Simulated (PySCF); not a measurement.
Vibration and rotation of OF

UHF-CCSD(T) constants of OF, ²Π (doublet), unpaired electrons π ↑ (basis O 6-31G(d,p), F 6-31G(d,p); no relativity; PySCF 2.14; masses 15.9949 and 18.9984 u):

- ωe: 1034.4 cm⁻¹
- ωexe: 10.9 cm⁻¹
- Be: 1.018 cm⁻¹
- αe: 0.0133 cm⁻¹
- De to O + F: 1.83 eV

**Question.** What force constant and bond length do these constants imply?

**Answer.** Reduced mass μred = 8.6839 u; k = 5.8918×10⁻⁷·μred·ωe² (u, cm⁻¹, mdyn/Å) = 5.47 mdyn/Å; Re = √(16.8576/(μred·Be)) (u, cm⁻¹, Å) = 1.381 Å.

**Question.** Estimate the centrifugal constant D from the Kratzer relation and find the Dunham coefficient a1.

**Answer.** D = 4Be³/ωe² = 3.94e-06 cm⁻¹; a1 = −1 − αeωe/(6Be²) = -3.21.

Correlated steps freeze 2 core orbitals. Correlated levels converge slowly with the basis: in double zeta they bind strong bonds too weakly, by up to about 1 eV, and carry superposition errors of some tenths. The state is the lowest determinant that a PBE0 search found; another state may lie lower at other levels.
